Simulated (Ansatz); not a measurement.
This geometry of CH$_{3}$AlN (6 atoms, charge 1, multiplicity 1) is a first-order saddle point.

The calculation used RKS PBE0/def2-mTZVP in Ansatz 0.2.0.

```xyz
6
Properties=species:S:1:pos:R:3
C -0.598 -0.546 -0.142
N 0.380 0.150 -0.424
Al -0.416 0.309 1.703
H -1.154 -1.241 -0.767
H 0.935 0.282 -1.272
H 0.852 1.045 0.902
```

(1) Which two structures does it join? (They come from a converged band through this point; their orientation in space is the band's.)

(2) How far does it lie above each of them?

## Answers

(1) Bonds broken: N2–Al3, Al3–H6. Bonds formed: N2–H6.

First end point:

```xyz
6
Properties=species:S:1:pos:R:3
C -0.632 -0.609 -0.236
N 0.388 0.057 -0.687
Al 0.121 0.514 1.084
H -1.223 -1.317 -0.816
H 0.755 -0.006 -1.641
H 0.590 1.362 2.295
```

Last end point:

```xyz
6
Properties=species:S:1:pos:R:3
C -0.426 -0.323 0.071
N 0.580 0.329 -0.387
Al -1.320 -0.257 2.167
H -0.865 -0.975 -0.692
H 0.922 0.244 -1.345
H 1.109 0.983 0.186
```

(2) 1.57 eV above the first and 1.80 eV above the second. This is the barrier of this one path; another mechanism may lie lower. The orbitals stay closed-shell, which can raise the energy where a bond breaks towards radicals; this wasn't checked here.

The run took 2.3 min on 1 thread of Intel(R) Xeon(R) Platinum 8259CL CPU @ 2.50GHz (Skylake/Cascade Lake), on a shared host, peak memory 0.14 GiB.
